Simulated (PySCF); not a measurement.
Coordinates in bohr (charge 0 multiplicity 1):
```
Mg    0.0000    0.0000    0.0000
H     3.2122    0.0000    0.0000
H    -3.2122    0.0000    0.0000
```

Computed with B3LYP in PySCF with Mg def2-TZVP, H def2-TZVP; no relativity; density-fitted integrals.

This geometry of MgH₂ is a stationary point at this level.

**Question.** What is the point group?

**Answer.** D∞h.

**Question.** Is it a minimum?

**Answer.** Yes: all harmonic wavenumbers are real.

**Question.** Which band is strongest in the infrared?

**Answer.** 456 cm⁻¹ (πu), 886 km/mol.

**Question.** Give the ideal-gas entropy at 298.15 K and 1 bar by parts.

**Answer.** translation 149.5, rotation 38.1, vibration 6.6, spin 0.0; total 194.1 J/(mol K).
